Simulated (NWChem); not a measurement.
Setting up SiH4S (Si(SH)H3) in NWChem

SiH4S has 6 atoms, charge 0, and is taken as a singlet. As SMILES, `[H][Si]([H])([H])S`. Geometry: relaxed at GFN2-xTB.

```xyz
6

Si    0.2012   -0.0145   -0.5446
S     0.2537    0.0198    1.6015
H    -1.0568    0.0599    1.7952
H     1.6060   -0.0207   -0.9100
H    -0.5032    1.1806   -0.9902
H    -0.5009   -1.2251   -0.9520
```

Settings wanted:

- task: excited
- method: TDDFT
- functional: BHLYP
- dispersion: D3(BJ)
- basis set: x2c-SVPall-2c
- reference: RKS
- relativity: DKH2
- frozen core orbitals: 10
- integration grid: medium
- symmetry: none
- number of roots: 6
- states: singlet
- module: tddft

Q: Write the NWChem 7.3.0 input and the command.

A: One that was run (others would do as well):

h4ssi.nw:
```
start h4ssi
title "H4SSi BHLYP"
memory total 2200 mb
geometry units angstrom noautosym nocenter noautoz
  Si     0.201210    -0.014540    -0.544580
  S      0.253720     0.019820     1.601470
  H     -1.056810     0.059910     1.795240
  H      1.606010    -0.020690    -0.909950
  H     -0.503230     1.180600    -0.990160
  H     -0.500900    -1.225100    -0.952020
end
basis "ao basis" spherical bse
  * library x2c-SVPall-2c
end
relativistic
  douglas-kroll dkh
end
dft
  xc bhlyp
  disp vdw 4
  grid medium
  mulliken
end
tddft
  rpa
  nroots 6
  notriplet
  freeze core 10
end
task tddft energy
```

```bash
$ nwchem h4ssi.nw > h4ssi.out
```

Calculated total energy: -691.55787 Eh.
